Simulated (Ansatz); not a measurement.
# NaO+ (triplet): from Hartree-Fock to the top rungs at distance O1–Na2 = 2.517 Å, cc-pVDZ

The task here is to estimate one member of a computed series from the others.

Method: cc-pVDZ, core rule «outside noble gas», up to 6 orbitals frozen; program: Ansatz 0.2.0, Gaussian basis.

To be run: UHF; CCSD(T) on ROHF; CCSD(T) on UHF; BCCD(T) on ROHF; CISD as a restricted active space (open shells left free, so some higher excitations enter); CCSDT(Q) on ROHF; CCSDT(Q) on UHF; CASSCF and MRCISD+Q, 4 electrons in 4 orbitals; CASSCF and NEVPT2, 4 electrons in 4 orbitals; Full CI.

79 further runs of the same task are left out: 65 for a known fault of the program, 11 that didn't finish, 3 set aside as unsound or not needed. Runs told in other sessions of the task aren't counted.

### The geometry

The geometry derives from a PBE0/def2-TZVP stationary point (not a proven minimum). One bond is set to the value named and the two fragments are kept rigid.

2 atoms, charge 1, spin multiplicity 3.

Atoms are counted from 1 here; the program's logs count them from 0.

Bond lengths: O1–Na2 2.517 Å.

Set-up of the first run:

File in.yaml:

```yaml
crystal:
  periodic: [false, false, false]
  atoms:
    - {symbol: O, position_ang: [0.000000, 0.000000, 0.000000]}
    - {symbol: Na, position_ang: [0.000000, 0.000000, 2.517400]}
basis:
  gaussian: {orbitals: cc-pVDZ}
total_charge: 1
magnetization: {spin_polarized: true, initial_magnetization: 2}
hamiltonian: {xc: hf}
output: {orbitals: {seedname: orbitals}}
```

Command:

```
$ ansatz run in.yaml --threads 1 --pin off --events-out ev --progress --plain --max-ram 2393MiB
```

Among the steps run: UHF; CCSD(T) on ROHF; CCSD(T) on UHF; BCCD(T) on ROHF; CISD as a restricted active space (open shells left free, so some higher excitations enter); CCSDT(Q) on ROHF; CCSDT(Q) on UHF; CASSCF and MRCISD+Q, 4 electrons in 4 orbitals; CASSCF and NEVPT2, 4 electrons in 4 orbitals; Full CI.

One of the session's tables, all rows but one given; the rest of the session is left out.

```
       method  from FCI (meV)
         ROHF               ?
          UHF         +3274.9
         RMP2          +461.4
         UMP2          +453.9
        RCCSD           +33.9
        UCCSD           +31.5
     RCCSD(T)            +6.4
     UCCSD(T)            +4.8
      BCCD(T)            +6.4
       RCCSDT            +1.7
       UCCSDT            +0.3
    RCCSDT(Q)            -0.1
    UCCSDT(Q)            -1.6
  CASSCF pair         +3042.2
  NEVPT2 pair          +368.5
  MRCISD pair           +70.9
MRCISD+Q pair           -11.6
          FCI               0
```

Estimate the missing values for ROHF.

The run gave: from FCI (meV): +3417.6. In the column «from FCI (meV)» it is the highest.

Not comparable, so not listed: CISD as a restricted active space (open shells left free, so some higher excitations enter) (they don't share determinant, frozen orbitals or solution with the rows shown, or repeat one).

To keep in mind: MRCISD+Q pair falls below full CI: the +Q correction isn't variational, and the cores differ from full CI's. Levels on UHF freeze UHF's core orbitals, full CI those of ROHF, so the U rows can settle a little off it for that reason alone. Restricted and unrestricted rows rest on different reference determinants; a gap between their highest levels can come from leftover correlation error, from unlike frozen cores or from another state.
